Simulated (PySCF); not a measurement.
Geometry:
```
atom   x (Å)   y (Å)   z (Å)
 Cl1  -1.510   1.213   0.924
  C2  -0.692  -0.198   0.206
  C3   0.699   0.197  -0.215
 Cl4   1.517  -1.213  -0.932
  H5  -1.286  -0.525  -0.645
  H6  -0.670  -0.984   0.958
  H7   0.677   0.984  -0.967
  H8   1.292   0.526   0.636
```

Geometry: PBE0-D3(BJ)/def2-TZVP; GIAO absolute shieldings from PySCF 2.14.0 with density-fitted response routines, gas phase, non-relativistic, averaged over equivalent atoms.

At B97-2/pcSseg-2 (214 basis functions, 24 s wall time on 1 thread of an Arm Neoverse N1, shared host):
| atoms | σ (ppm) |
| --- | --- |
| Cl1/Cl4 | 846.1 |
| C2/C3 | 136.1 |
| H5/H6/H7/H8 | 28.10 |

**Question.** What do these become at PBE0/pcSseg-2?

**Answer.** 
| atoms | σ at PBE0/pcSseg-2 | change |
| --- | --- | --- |
| Cl1/Cl4 | 847.6 | +1.5 |
| C2/C3 | 137.1 | +1.0 |
| H5/H6/H7/H8 | 28.00 | -0.10 |

The largest change is at Cl1/Cl4 (chlorine bonded to C). Cost: 214 basis functions, 27 s wall time on 1 thread of an Arm Neoverse N1, shared host.

Carbons that carry Cl, above all several Cl atoms, come out too deshielded, partly because spin–orbit coupling is missing.
